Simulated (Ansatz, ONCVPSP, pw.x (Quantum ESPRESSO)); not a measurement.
Equation-of-state test of one ONCV potential (Rh)

- Element: Rh (Z = 45)
- Generator: ONCVPSP 4.0.1.1 (patched build)
- Type: optimised norm-conserving Vanderbilt (ONCV)
- Functional: PBEsol
- Relativity: scalar-relativistic
- Frozen core: [Ar] 3d10
- Valence charge: 17
- Reference configuration: 4s2 4p6 4d8 5s1
- Partial waves: 4s+5s: rc 1.60 bohr, ncon 5, nbas 9, qcut 6.7 1/bohr, 3 projectors, debl 0.6 Ha; 4p: rc 1.55 bohr, ncon 3, nbas 6, qcut 7.9 1/bohr, 1 projector; 4d: rc 1.55 bohr, ncon 4, nbas 8, qcut 7.9 1/bohr, 3 projectors, debl 2.2 Ha
- Local potential: polynomial inside 1.50 bohr (lpopt 3, dvloc0 2 Ha)
- Core correction: none

Atomic tests: cutoffs needed: 25 Ha and 69 Ha (the cutoffs (Ha) at which the residual kinetic energy of the hardest occupied pseudo-wave falls to 1 and 0.1 mHa per electron); ghost test: ghosts flagged at negative energy: s at -3431.7 eV; GHOST(+) flags only above 600 eV; a true bound ghost makes a file unfit for plane-wave use; largest excitation error: -2.8 meV (all-electron minus pseudo) for 4s2 4p6 4d7 5s0, out of 4 test configurations.

Crystal test: fcc Rh in pw.x 7.5, no spin, 15³ k-points, Fermi–Dirac smearing 0.01 Ry, cutoffs 160/640 Ry. The lattice is a test structure that the element need not adopt, and mesh and smearing are coarse.

pw.x input:

```
&control
  calculation='scf', prefix='x', pseudo_dir='./', outdir='./tmp', tstress=.true., disk_io='none'
/
&system
  ibrav=0, nat=1, ntyp=1, ecutwfc=160, ecutrho=640, nbnd=17,
  occupations='smearing', smearing='fd', degauss=0.01
/
&electrons
  conv_thr=1e-09, mixing_beta=0.4, electron_maxstep=70
/
ATOMIC_SPECIES
Rh 1.0 Rh.UPF
CELL_PARAMETERS angstrom
  0.00000000 1.89397909 1.89397909
  1.89397909 0.00000000 1.89397909
  1.89397909 1.89397909 0.00000000
ATOMIC_POSITIONS crystal
Rh 0.0000 0.0000 0.0000
K_POINTS automatic
15 15 15 0 0 0
```

```bash
pw.x < Rh.scf.in > Rh.scf.out
```

Problem. How does the run end?

Solution. It converges; the pressure is -7056.40 GPa against -1.10 GPa from all-electron LAPW. The pseudo pressure rises with volume over the whole range, a mechanical instability. Note: ghosts flagged at negative energy: s at -3431.7 eV; GHOST(+) flags only above 600 eV. A true bound ghost makes a file unfit for plane-wave use. A pressure error of this size marks a broken potential; the numbers have no physical meaning. The log shows:

```
     scf convergence threshold =      1.0E-09
     Exchange-correlation= PBESOL
     number of k points=   120  Fermi-Dirac smearing, width (Ry)=  0.0100
     iteration #  1     ecut=   160.00 Ry     beta= 0.40
     total energy              =    -326.01365911 Ry
     estimated scf accuracy    <       2.46657003 Ry
     iteration #  2     ecut=   160.00 Ry     beta= 0.40
     total energy              =    -325.86696568 Ry
     estimated scf accuracy    <       0.60917463 Ry
     iteration #  3     ecut=   160.00 Ry     beta= 0.40
     total energy              =    -325.87817494 Ry
     estimated scf accuracy    <       0.04925280 Ry
     iteration #  4     ecut=   160.00 Ry     beta= 0.40
     total energy              =    -325.88217787 Ry
     estimated scf accuracy    <       0.00156321 Ry
     [... 2 iterations left out ...]
     iteration #  7     ecut=   160.00 Ry     beta= 0.40
     total energy              =    -325.88222949 Ry
     estimated scf accuracy    <       0.00000045 Ry
     iteration #  8     ecut=   160.00 Ry     beta= 0.40
     total energy              =    -325.88222957 Ry
     estimated scf accuracy    <          5.5E-09 Ry
     iteration #  9     ecut=   160.00 Ry     beta= 0.40
     total energy              =    -325.88222956 Ry
     estimated scf accuracy    <          4.3E-09 Ry
     iteration # 10     ecut=   160.00 Ry     beta= 0.40
     the Fermi energy is    23.1123 ev
!    total energy              =    -325.88222957 Ry
     estimated scf accuracy    <          1.4E-10 Ry
     smearing contrib. (-TS)   =      -0.00459826 Ry
     The total energy is F=E-TS. E is the sum of the following terms:
     one-electron contribution =    -161.76789503 Ry
     hartree contribution      =      44.19059507 Ry
     xc contribution           =     -23.19451065 Ry
     ewald contribution        =    -185.10582069 Ry
     convergence has been achieved in  10 iterations
          total   stress  (Ry/bohr**3)                   (kbar)     P=   -70564.01
     Message from routine punch:
     Nothing written, as per user request (disk_io='none')
```
